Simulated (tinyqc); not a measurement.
Worked calculation: Pariser-Parr-Pople SCF with singles CI, for the molecule C=CC=C[CH2+] (SMILES; centres numbered as the heavy atoms are written). One step of it, computed by the program tinyqc.

Task: Singles CI, triplets. Over the 6 single excitations with the smallest orbital gaps: A = (e_a - e_i) delta - (ij|ab), with (pq|rs) = sum c_mp c_mq gamma_mn c_nr c_ns.

orbital energies (eV): [-18.768470, -16.300237, -10.007210, -6.662172, -4.815576]

coefficients, order 1C, 2C, 3C, 4C, 5C:
```
[[0.302559, 0.492028, -0.559639, 0.507847, 0.308646],
 [0.488809, 0.507847, -0.017363, -0.492028, -0.510651],
 [0.582279, 0.000000, 0.610742, 0.000000, 0.536606],
 [0.488809, -0.507847, -0.017363, 0.492028, -0.510651],
 [0.302559, -0.492028, -0.559639, -0.507847, 0.308646]]
```

repulsion gamma_rs (eV), order 1C, 2C, 3C, 4C, 5C:
```
[[11.200000, 5.360657, 3.880592, 2.886028, 2.346869],
 [5.360657, 11.200000, 5.362386, 3.881638, 2.886028],
 [3.880592, 5.362386, 11.200000, 5.362386, 3.880592],
 [2.886028, 3.881638, 5.362386, 11.200000, 5.360657],
 [2.346869, 2.886028, 3.880592, 5.360657, 11.200000]]
```

Give: triplet CI matrix; triplet excitation energies.

Result:

triplet CI matrix (eV), order 2>3, 1>3, 2>4, 2>5, 1>4, 1>5:
```
[[1.1703, 0.0000, 0.0000, 0.2411, 1.0610, 0.0000],
 [0.0000, 3.2851, 1.0610, 0.0000, 0.0000, -0.8630],
 [0.0000, 1.0610, 3.9993, 0.0000, 0.0000, -1.7038],
 [0.2411, 0.0000, 0.0000, 6.0473, -1.7038, 0.0000],
 [1.0610, 0.0000, 0.0000, -1.7038, 6.7810, 0.0000],
 [0.0000, -0.8630, -1.7038, 0.0000, 0.0000, 7.8334]]
```

triplet excitation energies (eV): [0.9135, 2.4998, 3.8759, 4.8619, 8.2233, 8.7421]
